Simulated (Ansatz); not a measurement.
Born–Oppenheimer molecular dynamics of BH$_{4}$NO (7 atoms, charge 0, multiplicity 1). It starts from a relaxed structure.

The calculation used RKS PBE0/def2-TZVP (Ansatz 0.2.0).

```json
{
  "ensemble": "NVT, Nosé–Hoover chain",
  "time step": "1 fs",
  "steps asked": "100",
  "set temperature": "1000 K",
  "thermostat": "time constant 300 fs, chain length 3",
  "seed": "874852"
}
```

First frame:

```xyz
7
Properties=species:S:1:pos:R:3
B 0.058 0.069 -0.002
O -0.006 -0.521 1.234
H -0.866 -0.424 1.643
N 1.258 0.004 -0.714
H 2.076 -0.459 -0.355
H 1.374 0.413 -1.622
H -0.889 0.636 -0.477
```

Problem. What does the run give?

Solution. All steps were run.

| Property | Result |
| --- | --- |
| steps done | 100 |
| time covered | 100 fs |
| mean temperature over the second half | 493 K |
| spread of the potential energy over the second half | 13.1 meV per atom |
| mean potential energy of the second half above the start | 50.8 meV per atom |

The conserved energy stayed within 5 meV per atom of its start (net change 4.7 meV per atom), so there is no drift, though single steps change it by up to 25 meV in the whole system, a sign of fast motions only just resolved. The mean temperature of the second half is 51 % below the set value. A run of 0.1 ps of so small a system gives no equilibrium averages.

Problem. What happens to the structure?

Solution. The same pairs are bonded in the first frame and the last. Pairs count as bonded within 1.25 times the sum of covalent radii (0.12 Å more for H–H). This is one draw of velocities; another would differ in detail.

Problem. How do temperature and energy run in time?

Solution. 
```tsv
time (fs)	T (K)	potential energy less start (eV)	conserved less start (meV/atom)
0	1000	0.000	0.00
3	463	0.373	3.74
6	373	0.422	2.44
9	546	0.299	0.77
12	460	0.370	2.98
15	438	0.380	2.43
18	509	0.324	0.98
21	395	0.413	3.01
24	473	0.358	2.32
27	636	0.241	0.58
30	391	0.417	3.22
33	613	0.269	2.52
36	684	0.216	1.35
39	498	0.346	2.64
42	405	0.411	3.34
45	649	0.238	1.03
48	392	0.416	2.79
51	360	0.441	3.20
54	505	0.337	1.70
57	598	0.280	2.15
60	420	0.406	3.57
63	429	0.389	1.81
66	543	0.317	1.96
69	496	0.362	4.00
72	628	0.262	1.72
75	470	0.368	2.12
78	463	0.385	3.85
81	602	0.287	2.51
84	630	0.263	1.47
87	202	0.561	4.41
90	506	0.350	2.31
93	748	0.187	1.13
96	347	0.469	4.24
99	345	0.458	2.47
```

Run time: 98 s on 2 threads of Arm Neoverse V2, on a shared host, peak memory 0.18 GiB.
